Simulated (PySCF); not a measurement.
**AlN₂: relaxation and vibrations of the doublet**

Aim: relax AlN₂ as a doublet from a bent start, check by its vibrations whether the end is a minimum, and collect its spectrum and constants.

The runs use PySCF 2.14.0; PBE0, basis Al def2-TZVP, N def2-TZVP, no relativity, density fitting.

**1. Where the work starts**

3 atoms, charge 0, spin multiplicity 2.

Bond lengths: Al1–N2 1.730 Å, Al1–N3 1.730 Å. Angles: N2–Al1–N3 110.0°.

Z-matrix (Å, degrees; charge 0 multiplicity 2):
```
Al
N  1 1.7300
N  1 1.7300 2 110.00
```

**2. First SCF at the start**

The steps below are one call of a driver around PySCF. For each, scf.py gives the equivalent set-up of the SCF; relaxations use the driver's own optimiser. After this first run the driver tries any further starts and a stability analysis.

scf.py reads:

```python
from pyscf import gto, scf, dft
mol = gto.M(atom='''
Al     0.000000     0.000000     0.000000
N      1.417100     0.000000     0.992300
N     -1.417100     0.000000     0.992300''',
    basis={'Al': 'def2-TZVP', 'N': 'def2-TZVP'},
    charge=0, spin=1)
mf = dft.UKS(mol, xc='PBE0')
mf.grids.atom_grid = (50, 194)
aux = {'Al': 'def2-universal-JKFIT', 'N': 'def2-universal-JKFIT'}
mf = mf.density_fit(auxbasis=aux)
mf.conv_tol = 1e-08
mf.diis_space = 10
mf.max_cycle = 60
mf.init_guess = 'minao'
mf.verbose = 4
mf.kernel()
```

The run is started by

```bash
> OMP_NUM_THREADS=4 python axn.py task.json out
```

Output:

```text
init E= -351.428088238371
[... the frontier-level lines of each cycle are left out ...]
cycle= 1 E= -351.391046506655  delta_E= 0.037  |g|= 0.216  |ddm|= 1.29
cycle= 2 E= -351.282488200804  delta_E= 0.109  |g|= 0.494  |ddm|= 0.667
cycle= 3 E= -351.432116175515  delta_E= -0.15  |g|= 0.0283  |ddm|= 0.415
cycle= 4 E= -351.433014803879  delta_E= -0.000899  |g|= 0.0164  |ddm|= 0.0479
cycle= 5 E= -351.433423857679  delta_E= -0.000409  |g|= 0.00624  |ddm|= 0.0258
cycle= 6 E= -351.433664329355  delta_E= -0.00024  |g|= 0.00491  |ddm|= 0.0249
cycle= 7 E= -351.433791139758  delta_E= -0.000127  |g|= 0.00537  |ddm|= 0.0126
cycle= 8 E= -351.433597571661  delta_E= 0.000194  |g|= 0.0044  |ddm|= 0.0203
cycle= 9 E= -351.433380492349  delta_E= 0.000217  |g|= 0.00192  |ddm|= 0.0458
cycle= 10 E= -351.433387428069  delta_E= -6.94e-06  |g|= 0.000837  |ddm|= 0.0173
cycle= 11 E= -351.43339118191  delta_E= -3.75e-06  |g|= 0.000858  |ddm|= 0.00689
cycle= 12 E= -351.433391206166  delta_E= -2.43e-08  |g|= 0.000897  |ddm|= 0.000769
cycle= 13 E= -351.433391769001  delta_E= -5.63e-07  |g|= 7.58e-05  |ddm|= 0.00097
cycle= 14 E= -351.433391805285  delta_E= -3.63e-08  |g|= 2.51e-05  |ddm|= 0.000524
cycle= 15 E= -351.433391808462  delta_E= -3.18e-09  |g|= 1.07e-05  |ddm|= 0.00015
Extra cycle  E= -351.433391808492  delta_E= -3.02e-11  |g|= 1.74e-05  |ddm|= 2.73e-05
converged SCF energy = -351.433391808492  <S^2> = 0.82476006  2S+1 = 2.0734127
```

This step, with its further starts and checks, ran for 19 s (4 threads of Arm Neoverse V2, shared host).

The starts that the driver tried:

```
                      start  energy (Eh)
    the minimal-basis guess  -351.433392
a thermally smeared density  -351.469493
      a smeared PBE density  -351.433392
```

The first run landed in a state that is too high. Following the other starts and the instabilities gains 103.2 kJ/mol (-351.47272 Eh), and the work goes on from there.

**3. Bent start, doublet: relaxation**

The program finds C2v symmetry in the start, which this walk keeps. The walk stops when the largest gradient is under 0.0003 Eh/bohr and the energy has settled too.

scf.py: that of step 2 with these lines changed.

```diff
@@ -3,3 +3,3 @@
-Al     0.000000     0.000000     0.000000
-N      1.417100     0.000000     0.992300
-N     -1.417100     0.000000     0.992300''',
+Al     0.000000     0.000000    -0.505395
+N      1.417100     0.000000     0.486905
+N     -1.417100     0.000000     0.486905''',
@@ -15 +14,0 @@
-mf.init_guess = 'minao'
```

The optimiser's trace:

```
step  energy (Eh)  change (kJ/mol)  largest symmetric gradient (Eh/bohr)
   0  -351.472716             0.00                               0.02948
   1  -351.478061           -14.03                               0.01076
   2  -351.480735           -21.05                               0.01470
   3  -351.482448           -25.55                               0.02173
   4  -351.484433           -30.76                               0.02365
   5  -351.488939           -42.59                               0.02058
   6  -351.493363           -54.21                               0.00561
   7  -351.494290           -56.64                               0.00606
   8  -351.494588           -57.42                               0.00066
   9  -351.494607           -57.47                               0.00071
  10  -351.494609           -57.48                               0.00002
```

The walk took 9.7 s.

Positions (Å) and forces (eV/Å) along the way, with the part that breaks the symmetry left in:

```
step 0
Al   0.000   0.000  -0.505   2.092   0.000  -1.267
N    1.417   0.000   0.487   0.470   0.000  -0.099
N   -1.417   0.000   0.487  -2.562   0.000   1.366
step 1
Al   0.000   0.000  -0.494   2.184   0.000   0.023
N    1.493   0.000   0.481  -0.539   0.000  -0.725
N   -1.493   0.000   0.481  -1.645   0.000   0.702
step 5
Al   0.000   0.000  -0.121   2.172   0.000   0.859
N    1.807   0.000   0.295  -2.144   0.000  -0.680
N   -1.807   0.000   0.295  -0.028   0.000  -0.179
step 10
Al   0.000   0.000   0.156   1.934   0.000   0.001
N    1.792   0.000   0.156  -0.966   0.000  -0.001
N   -1.792   0.000   0.156  -0.968   0.000   0.000
```

After 10 steps and 57.5 kJ/mol it ends at D∞h: Al–N 1.792 Å (×2); N–Al–N 180.0°. A gradient of 0.0376 Eh/bohr that breaks the symmetry is left: this electronic state wants a lower symmetry.

**4. Relaxing without the symmetry constraint**

The geometry is nudged along the force that breaks the symmetry.

The program finds C∞v symmetry in the start, which may break. The walk stops when the largest gradient is under 0.0003 Eh/bohr and the energy has settled too.

scf.py: that of step 3 with these lines changed.

```diff
@@ -3,3 +3,3 @@
-Al     0.000000     0.000000    -0.505395
-N      1.417100     0.000000     0.486905
-N     -1.417100     0.000000     0.486905''',
+Al     0.050932    -0.000000    -0.000001
+N      1.743293    -0.000000    -0.000031
+N     -1.841429     0.000000     0.000033''',
```

Energy and gradient, step by step:

```
step  energy (Eh)  change (kJ/mol)  largest gradient (Eh/bohr)
   0  -351.495728             0.00                     0.03284
   1  -351.497002            -3.34                     0.00252
   2  -351.497023            -3.40                     0.00080
   3  -351.497026            -3.41                     0.00001
```

The walk took 3.3 s.

Positions (Å) and forces (eV/Å) along the way:

```
step 0
Al   0.051   0.000   0.000  -1.689   0.000   0.000
N    1.743   0.000   0.000   1.423   0.000   0.000
N   -1.841   0.000   0.000   0.266   0.000   0.000
step 1
Al   0.030   0.000   0.000  -0.098   0.000   0.000
N    1.771   0.000   0.000  -0.032   0.000   0.000
N   -1.848   0.000   0.000   0.130   0.000   0.000
step 2
Al   0.028   0.000   0.000  -0.029   0.000   0.000
N    1.768   0.000   0.000  -0.012   0.000   0.000
N   -1.843   0.000   0.000   0.041   0.000   0.000
step 3
Al   0.027   0.000   0.000   0.001   0.000   0.000
N    1.767   0.000   0.000   0.000   0.000   0.000
N   -1.841   0.000   0.000  -0.001   0.000   0.000
```

End point (C∞v, 3 steps, 3.4 kJ/mol gained): Al–N 1.740 Å, Al–N 1.869 Å; N–Al–N 180.0°.

**5. Vibrations and properties at this point**

On the finer grid the gradient is checked again; gradients at displacements of ±0.02 bohr then give force constants and infrared intensities.

scf.py: that of step 4 with these lines changed.

```diff
@@ -3,3 +3,3 @@
-Al     0.050932    -0.000000    -0.000001
-N      1.743293    -0.000000    -0.000031
-N     -1.841429     0.000000     0.000033''',
+Al     0.032867    -0.000000    -0.000001
+N      1.772346    -0.000000    -0.000031
+N     -1.835642     0.000000     0.000033''',
@@ -9 +9 @@
-mf.grids.atom_grid = (50, 194)
+mf.grids.atom_grid = (75, 302)
@@ -12 +12 @@
-mf.conv_tol = 1e-08
+mf.conv_tol = 1e-10
```

The driver hands on the density of the step before, so the log starts near convergence.

Log of the central SCF (cycles and frontier levels):

```text
init E= -351.497025463816
[... the frontier-level lines of each cycle are left out ...]
cycle= 1 E= -351.497025463802  delta_E= 1.35e-11  |g|= 7.99e-06  |ddm|= 1.07e-05
Extra cycle  E= -351.497025463764  delta_E= 3.85e-11  |g|= 1.18e-05  |ddm|= 1.47e-05
converged SCF energy = -351.497025463764  <S^2> = 1.7518663  2S+1 = 2.8297465
```

The whole step took 17 s.

Geometry: C∞v; Al–N 1.739 Å, Al–N 1.869 Å; N–Al–N 180.0°.

Modes, for the most abundant isotopes:

```csv
ω (cm⁻¹),IR (km/mol),μ (u)
132,71.7,18.54
143,50.1,18.54
581,21.2,14.61
913,24.7,17.58
```

Every mode is real; the point is a minimum.

The SCF density has lower symmetry than the nuclear frame, so the modes carry no labels; pairs that should be degenerate can split.

Constants and moments:

| Item | Value |
| --- | --- |
| Dipole moment | 2.46 D |
| Highest occupied level | -6.90 eV |
| Lowest empty level | -4.27 eV |
| Rotational constants | 0.1848 cm⁻¹ |
| Zero-point energy | 10.6 kJ/mol |
| Principal polarisabilities | 30.3, 40.6, 84.6 bohr³ |
| Atomisation energy without zero-point energy | 421 kJ/mol |
| Principal traceless quadrupole moments about the centre of mass | -15.46, 5.57, 9.89 D Å |
| Entropy at 298.15 K and 1 bar (electronic part: spin only) | 257.7 J/(mol K) |
| Heat capacity Cp at 298.15 K | 51.6 J/(mol K) |
| Enthalpy at 298.15 K above 0 K | 12.76 kJ/mol |
| Rotational symmetry number | 1 |
| Spin squared ⟨S²⟩ | 1.752 |

Charges (e) and bond orders:

| atom | Mulliken | Löwdin | polar tensor | spin (Mulliken) | Mayer order to Al1 |
| --- | --- | --- | --- | --- | --- |
| Al1 | 0.52 | 0.24 | 0.36 | -0.11 | – |
| N2 | -0.35 | -0.21 | -0.34 | -0.76 | 2.11 |
| N3 | -0.17 | -0.03 | -0.01 | 1.87 | 1.20 |

Outer orbital energies (eV). α occupied: -74.63, -23.26, -19.12, -10.74, -10.61, -10.54, -7.80, -6.90; empty: -3.44, -2.27, -0.44, 0.11. β occupied: -74.84, -74.65, -20.70, -19.61, -9.92, -8.59, -8.06, -6.96; empty: -4.27, -4.25, -2.23, -0.08.

Mulliken populations on Al1: s 4.96, p 7.17, d 0.28, f 0.07.

**6. What came out**

| quantity | value |
| --- | --- |
| minimum | broken-symmetry (Ms = 1/2), C∞v |
| geometry | Al–N 1.739 Å, Al–N 1.869 Å; N–Al–N 180.0° |
| wavenumbers (cm⁻¹) | 132, 143, 581, 913 |
| dipole moment | 2.46 D |
| highest occupied, lowest empty level (either spin) | -6.90, -4.27 eV |
| polar-tensor charge of Al1 | +0.36 e |
| zero-point energy | 10.6 kJ/mol |
| entropy at 298.15 K | 257.7 J/(mol K) |
| atomisation energy (no zero-point energy) | 421 kJ/mol |
| ⟨S²⟩ | 1.752 |

From C2v at the start the molecule goes to a C∞v minimum. The determinant is spin-contaminated (⟨S²⟩ = 1.75 against 0.75), so it is no pure spin state. In the infrared the band at 132 cm⁻¹ (bend) leads. The first SCF alone would have been 103 kJ/mol too high. Other starts or spin states, not run here, may lie lower. The SCF density has lower symmetry than the nuclear frame.

The search up to here ran for 50 s (4 threads of Arm Neoverse V2, shared host).
